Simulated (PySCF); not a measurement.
Level of theory: B3LYP-D3(BJ)/def2-TZVP // r2SCAN-D4/def2-SVP (PySCF). Isolated molecules, 0 K electronic values unless said otherwise. B3LYP has the VWN-RPA correlation part, as in Gaussian. 

Reference species (SMILES): `[OH]` (neutral, multiplicity 2).

```yaml
dipole_moment: 1.77 D
```

Changed species: `[NH2]` (free radical NH2; the reference has free radical OH).

### Question
What does the change do to the dipole moment?

### Answer
the dipole moment goes up by 0.19 D, to 1.96 D.
